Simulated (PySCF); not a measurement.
First SCF of a structure search on singlet SO(OH)₂, at a hand-made trigonal pyramidal (heavy-atom frame) geometry. PySCF input:

```python
from pyscf import gto, scf, dft
mol = gto.M(atom='''
S      0.000000     0.000000     0.000000
O      1.333300     0.000000     0.708900
O     -0.732800     1.269300     0.779300
O     -0.732800    -1.269300     0.779300
H     -0.368400     2.108900     1.069000
H     -1.642100    -1.373500     1.069000''',
    basis={'S': 'def2-TZVP', 'O': 'def2-TZVP', 'H': 'def2-TZVP'},
    charge=0, spin=0)
mf = dft.RKS(mol, xc='PBE0')
mf.grids.atom_grid = (50, 194)
aux = {'S': 'def2-universal-JKFIT', 'O': 'def2-universal-JKFIT', 'H': 'def2-universal-JKFIT'}
mf = mf.density_fit(auxbasis=aux)
mf.conv_tol = 1e-08
mf.diis_space = 10
mf.max_cycle = 60
mf.init_guess = 'minao'
mf.verbose = 4
mf.kernel()
```

Excerpt of the output (cycles and frontier levels):

```
init E= -625.357363604414
  HOMO = -0.341569003368619  LUMO = -0.0686005510390992  gap/eV = 7.42785
cycle= 1 E= -624.506114573096  delta_E= 0.851  |g|= 1.18  |ddm|=  2.2
  HOMO = -0.156370979410532  LUMO = -0.0166876938521602  gap/eV = 3.80098
cycle= 2 E= -623.429568288228  delta_E= 1.08  |g|= 2.58  |ddm|= 2.27
  HOMO = -0.289268301774626  LUMO = -0.01295340275317  gap/eV = 7.51891
cycle= 3 E= -624.701042562191  delta_E= -1.27  |g|= 0.554  |ddm|= 1.87
  HOMO = -0.292364405466832  LUMO = -0.024379959639527  gap/eV = 7.29223
cycle= 4 E= -624.755084045316  delta_E= -0.054  |g|= 0.149  |ddm|= 0.386
  HOMO = -0.302585700379032  LUMO = -0.0280956354146187  gap/eV = 7.46926
cycle= 5 E= -624.758903991158  delta_E= -0.00382  |g|= 0.0282  |ddm|= 0.107
  HOMO = -0.298666575689935  LUMO = -0.0229540012992703  gap/eV = 7.50252
cycle= 6 E= -624.759077158537  delta_E= -0.000173  |g|= 0.00898  |ddm|= 0.0275
  HOMO = -0.299739961234764  LUMO = -0.0235208866505518  gap/eV = 7.51630
cycle= 7 E= -624.759091019966  delta_E= -1.39e-05  |g|= 0.00356  |ddm|= 0.00697
  HOMO = -0.299856146418901  LUMO = -0.0235244910012378  gap/eV = 7.51937
cycle= 8 E= -624.759093163063  delta_E= -2.14e-06  |g|= 0.00129  |ddm|= 0.00273
  HOMO = -0.299795092598262  LUMO = -0.0234651044791285  gap/eV = 7.51932
cycle= 9 E= -624.759093469818  delta_E= -3.07e-07  |g|= 0.000276  |ddm|= 0.000924
  HOMO = -0.299802191111026  LUMO = -0.0234825803019546  gap/eV = 7.51904
cycle= 10 E= -624.759093485314  delta_E= -1.55e-08  |g|= 6.48e-05  |ddm|= 0.00021
  HOMO = -0.299796561460698  LUMO = -0.0234821261291153  gap/eV = 7.51890
cycle= 11 E= -624.759093486253  delta_E= -9.39e-10  |g|= 8e-06  |ddm|= 5.51e-05
  HOMO = -0.299796171470053  LUMO = -0.0234821114811206  gap/eV = 7.51889
Extra cycle  E= -624.759093486255  delta_E= -1.93e-12  |g|= 7.54e-06  |ddm|= 9.94e-06
converged SCF energy = -624.759093486255
```

No lower solution of this spin was found by a stability analysis within the restricted form, which does not test spin polarisation.

The search for the lowest solution, with the stability check, took 6.2 s on 4 threads of a shared Arm Neoverse V2 host, with 142 basis functions; the process peaked at 0.51 GiB. Launch command: `OMP_NUM_THREADS=4 python axn.py task.json out`.
